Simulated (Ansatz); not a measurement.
# AlH2S: the cost of one run

Method: def2-TZVPP, core rule «outside noble gas», up to 10 orbitals frozen; program: Ansatz 0.2.0, Gaussian basis.

Plan: UHF; ROHF; CCSD(T) on UHF.

### 1 What is computed

The geometry is a PBE0/def2-TZVP stationary point (not a proven minimum) of the parent state, kept for this charge and spin.

4 atoms, charge 1, spin multiplicity 3.

Atoms are counted from 1 here; the program's logs count them from 0.

Bond lengths: Al1–S2 2.200 Å, Al1–H3 1.767 Å, Al1–H4 1.767 Å. Angles: S2–Al1–H3 67.9°, S2–Al1–H4 67.9°, H3–Al1–H4 135.8°.

### 2 UHF

Contents of in.yaml:

```yaml
crystal:
  periodic: [false, false, false]
  atoms:
    - {symbol: Al, position_ang: [0.000000, 0.000000, 1.177341]}
    - {symbol: S, position_ang: [0.000000, 0.000000, -1.022903]}
    - {symbol: H, position_ang: [0.000000, 1.636908, 0.512382]}
    - {symbol: H, position_ang: [0.000000, -1.636908, 0.512382]}
basis:
  gaussian: {orbitals: def2-TZVPP}
total_charge: 1
magnetization: {spin_polarized: true, initial_magnetization: 2}
hamiltonian: {xc: hf}
output: {orbitals: {seedname: orbitals}}
```

Run with:

```
ansatz run in.yaml --threads 1 --pin off --events-out ev --progress --plain --max-ram 4096MiB --backend cpu
```

Q: Estimate wall time and peak memory on 1 thread of AMD EPYC 7R13, shared host.

About 14 s, with a peak of 0.28 GiB.
